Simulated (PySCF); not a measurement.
# C5H7F: the cost of one run

The runs use PySCF 2.14.0, with density-fitted response routines of our own; the level of theory stands in each step. All values are computed, except where a source is named. Atoms count from 0, in the outputs and in this text.

## (1) The starting structure

13 atoms, charge 0, multiplicity 1; geometry from: GFN2-xTB. The atoms were then displaced at random by about 0.01 Å, so the start is not that level's minimum.

Bonds of the start (Å): C0–C1 1.31, C1–C2 1.51, C1–C3 1.49, C3–C4 1.32, C4–F5 1.33, C0–H6 1.09, C0–H7 1.09, C2–H8 1.10, C2–H9 1.08, C2–H10 1.07, C3–H11 1.07, C4–H12 1.06.

## (2) Optimising the geometry at PBE0-D3(BJ)/def2-SVP

What the job is given:

```
{"job": {"xc": "PBE0", "basis": "def2-SVP", "d3": "d3bj", "grid": 1, "shake": 0.01, "kind": "geom"}, "charge": 0, "multiplicity": 1}
C     -0.991460     1.377310     0.717660
C     -0.381580     0.363210     0.161870
C     -1.117570    -0.660920    -0.661970
C      1.092520     0.226550     0.356030
C      1.866070    -0.730620    -0.109250
F      1.477370    -1.756760    -0.860880
H     -0.485260     2.140520     1.301590
H     -2.056510     1.549870     0.587020
H     -0.978770    -1.641770    -0.194310
H     -0.691360    -0.699290    -1.651560
H     -2.166210    -0.429250    -0.703480
H      1.534930     0.992850     0.964440
H      2.903660    -0.748580     0.082520
```

Launch:

```
$ OMP_NUM_THREADS=1 python probes_run.py task.json out
```

The driver reads the jobs from task.json and runs them one after another.

Q: Estimate the wall time and peak memory of this first job on 1 thread of Arm Neoverse N1, shared host.

About 56 s, with a peak of 0.5 GiB.
